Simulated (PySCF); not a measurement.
# How the method moves the HOMO and LUMO of phosphorus tetramer

Phosphorus tetramer, P4.
Z-matrix (Å and degrees, PBE0-D3(BJ)/def2-SVP geometry), rows numbered from 1:
```
P 
P   1  2.2019
P   1  2.2010  2   60.00
P   1  2.2005  2   59.99  3   -70.55
```

Basis pcSseg-2 throughout (PySCF), one geometry. Isolated species at its PBE0-D3(BJ)/def2-SVP geometry, gas phase.

Question: How do the orbital energies and the gap change with the method?

Answer: 
```tsv
method	kind	HOMO (eV)	LUMO (eV)	gap (eV)	SCF cycles
BLYP	GGA	-6.42	-1.49	4.93	11
B97-D	GGA	-6.56	-1.60	4.97	12
PBE	GGA	-6.67	-1.68	4.98	11
KT2	GGA	-6.69	-1.68	5.01	12
KT3	GGA	-6.70	-1.68	5.02	12
BP86	GGA	-6.74	-1.76	4.98	11
OPBE	GGA	-6.77	-1.72	5.05	12
LDA	LDA	-6.79	-1.82	4.97	11
B3LYP	global hybrid	-7.38	-1.01	6.37	11
B97-2	global hybrid	-7.43	-0.91	6.51	11
PBE0	global hybrid	-7.67	-0.87	6.79	11
mPW1PW91	global hybrid	-7.68	-0.89	6.79	11
BHandHLYP	global hybrid	-8.43	0.11	8.54	11
CAM-B3LYP	range-separated hybrid	-8.76	0.23	8.99	11
wB97X-D	range-separated hybrid	-9.39	0.79	10.17	13
HF	Hartree–Fock	-9.72	2.27	11.99	9
LC-wPBE	range-separated hybrid	-10.10	1.17	11.27	14
```

The HOMO spans 3.69 eV, from BLYP down to LC-wPBE, and the gap runs from 4.93 eV (BLYP) to 11.99 eV (HF). Over the methods BLYP (0 %), B97-D (0 %), PBE (0 %), KT2 (0 %), KT3 (0 %), BP86 (0 %), OPBE (0 %), LDA (0 %), B3LYP (20 %), B97-2 (21 %), PBE0 (25 %), mPW1PW91 (25 %), BHandHLYP (50 %), HF (100 %), a straight line through the gap against the share of exact exchange rises by 0.70 eV for each 10 % (correlation coefficient 1.000). The dipole is below 0.03 D at every level.
